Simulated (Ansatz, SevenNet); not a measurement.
For zinc-blende AlAs, the machine-learned potential SevenNet-l3i5 (trained on PBE and PBE+U data) gives:

- lattice parameter a = 5.735 Å
- TO(Γ) frequency = 318 cm⁻¹
- elastic constant C11 = 92.6 GPa
- elastic constant C44 = 40.6 GPa
- polycrystal shear modulus = 31.2 GPa

Q: What does Hartree–Fock in Ansatz (PAW) give for the same quantities?

A: 
- lattice constant a: 5.745 Å (increases by 0.2 %)
- zone-centre TO phonon frequency: 374 cm⁻¹ (rises by 18 %)
- elastic constant C11: 134 GPa (rises by 45 %)
- elastic constant C44: 70.0 GPa (grows by 72 %)
- Voigt–Reuss–Hill shear modulus: 55.8 GPa (goes up by 79 %)

For comparison: lattice constant a 5.649 Å (measured, static lattice: zero-point anharmonic expansion removed; as tabulated in Mejia-Rodriguez and Trickey (2018), arXiv:1807.09216); zone-centre TO phonon frequency 361 cm⁻¹ (measured, temperature not stated, no zero-point or thermal correction; as tabulated in Giannozzi et al., Phys. Rev. B (1991)); elastic constant C11 120 ± 1 GPa (measured, temperature not stated, not corrected to a static lattice; as tabulated in Krieger et al. (1995), doi:10.1063/1.114098); elastic constant C44 56.6 ± 0.7 GPa (measured, temperature not stated, no zero-point or thermal correction; as tabulated in Krieger et al. (1995), doi:10.1063/1.114098).

Changes are worked out from the printed values.

Unless a cell is named, each level is at its own relaxed cell (SevenNet-l3i5 23.57, Hartree–Fock 23.70 Å³/atom).

Ansatz's density-functional and Hartree–Fock values are scalar-relativistic unless marked +SOC, with PAW data made under PBE.

Ansatz is a program for electronic structure.
